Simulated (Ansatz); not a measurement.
## HPB, doublet: the ladder up to UCCSDTQ

Geometry: that of the HPB, quartet, kept fixed.

```yaml
atoms:
  - { symbol: B, position_ang: [0.0000, 0.0866, 1.3928] }
  - { symbol: P, position_ang: [0.0000, -0.0729, -0.4582] }
  - { symbol: H, position_ang: [0.0000, 1.3116, -0.8601] }
```

Basis cc-pVDZ; Ansatz 0.2.0. Only valence electrons are correlated (noble-gas cores frozen), which leaves 9 electrons in 31 orbitals. Prefix R: restricted or restricted open-shell reference; prefix U: unrestricted. Active spaces: valence = (9e, 9o) chosen from the atoms' valence shells.

Full CI isn't at hand for all of this; UCCSDTQ serves as the reference, and is uncertain by the last step of the cluster series or more. The frozen core follows each run's orbitals, which can shift R against U totals by a few meV.

Unrestricted rows (U) aren't spin-pure: their determinants' ⟨S²⟩ exceeds S(S+1) by up to 0.45, so they mix in states of higher spin. For open shells CISD is restricted-active-space CI with the open shells as a complete middle space.

* UHF ⟨S²⟩: 1.205
* T1 diagnostic (RCCSD): 0.0438
* largest doubles amplitude (RCCSD): 0.136
* T1 diagnostic (UCCSD): 0.0854

```tsv
level	E − E(RHF) (eV)
UHF	-0.3087
RMP2	-4.7741
UMP2	-4.4228
RCCSD	-5.6174
UCCSD	-5.6137
RCCSD(T)	-5.9299
UCCSD(T)	-5.8978
```

Q: Estimate how far UCCSDTQ in cc-pVDZ lies from RCCSD(T). The table doesn't fix it; the size of (T) and the diagnostics are the guide.

A: UCCSDTQ in cc-pVDZ lies 2.64 mEh below RCCSD(T), which is 23 % of the (T) step (-11.48 mEh). T1 is raised, a doubles amplitude is large, but (T) still catches most of what CCSD lacks. The miss exceeds 1 kcal/mol.

The other levels:

| level | E − E(UCCSDTQ) (mEh) | share of correlation (%) | wall time |
| --- | --- | --- | --- |
| CISD | 30.58 | 86.14 | 0.98 s |
| BCCD(T) | 2.78 | 98.74 | 2.2 s |
| RCCSDT | 0.83 | 99.62 | – |
| UCCSDT | 0.76 | 99.66 | – |
| RCCSDT(Q) | 0.07 | 99.97 | 13 s |
| UCCSDT(Q) | -0.43 | 100.19 | 17 s |
| RCCSDTQ | 0.00 | 100.00 | 35 s (H100) |
| CASSCF (valence space) | 124.03 | 43.76 | – |
| NEVPT2 (valence space) | 29.14 | 86.79 | 3.1 s |
| MRCISD (valence space) | 8.59 | 96.10 | – |
| MRCISD+Q (valence space) | 1.06 | 99.52 | 4.5 s |

The correlation energy at UCCSDTQ, counted from RHF, is -6.002 eV. That run took 66 s on 2 threads of AMD EPYC 7R13 with a shared H100 80 GB, shared host.

Times hold each run's SCF and search for its determinant on a shared host, so for small cases they say little of a method's own cost; rows without a card ran on 1 thread of AMD EPYC 7R13.

Natural occupations of CASSCF (valence space) about the gap: 1.989 1.958 1.933 1.895 1.007 0.112 0.053 0.028 0.026; effectively unpaired electrons, Σ n²(2−n)², 1.12.
